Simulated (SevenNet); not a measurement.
**Rutile CrO₂**

The numbers are results of the machine-learned potential SevenNet-0 (trained on PBE and PBE+U data), not measurements.

Cell: relaxed at this level.

For rutile CrO₂, the lattice parameter a is 4.500 Å and the lattice parameter c comes out as 2.977 Å.

Measured, for comparison: lattice constant a 4.419 Å, lattice parameter c 2.915 Å (room temperature, not corrected to a static lattice; as tabulated in Hiroi (2015), arXiv:1503.02262). Computed (rounded) less measured: lattice constant a +1.8 %, lattice parameter c +2.1 %.

A machine-learned potential is trained on density-functional data: it inherits that level's misses and adds fitting errors of its own.

Note: the model gives imaginary modes for this phase (in the spectrum interpolated from a supercell); this model's volume lies 6 % above that of the starting cell (a measured, published or database cell).
